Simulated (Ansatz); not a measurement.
A made-up structure of SiH2OF (charge +1), closed shell:

```
atom    x (Å)    y (Å)    z (Å)
  O1  -0.4661  -0.9482   0.3430
 Si2   0.3396   0.3266  -0.0151
  F3  -0.1895   1.3805  -0.9992
  H4  -0.2880   2.2274  -1.3171
  H5   1.6434   0.5310   0.6039
```

It is relaxed with PBE-D4/def2-SVP and then PBE0-D4/def2-TZVP (Ansatz 0.2.0). Atoms count as bonded within 1.22 times the sum of their covalent radii (H–H: 0.88 Å). The end point is not checked to be a true minimum.

**Question.** Does its bonding change? (Judge from chemistry; the calculation decides.)

**Answer.** By the calculation: No: no bond forms or breaks.

Where it ends: The first stage lowers the energy by 1.70 eV in 8 steps. It ends as SiH₂OF ([O][SiH][FH]), total charge +1:
```
5
angstrom
O -0.5604 -1.0364 0.2877
Si 0.3736 0.1139 0.1513
F -0.3626 1.4029 -0.9932
H -0.0504 2.2448 -1.2988
H 1.6389 0.7921 0.4684
```

Labels in which every atom is bracketed show which atoms are joined, not bond orders.

For scale, one of the runs: PBE0-D4/def2-TZVP relaxation, 111 basis functions, launched by `ansatz run in.yaml --threads 2 --pin off --events-out ev --progress --plain --max-ram 4352MiB`. The run took about 10 s on 2 CPU threads of an Arm Neoverse V2 (shared host).
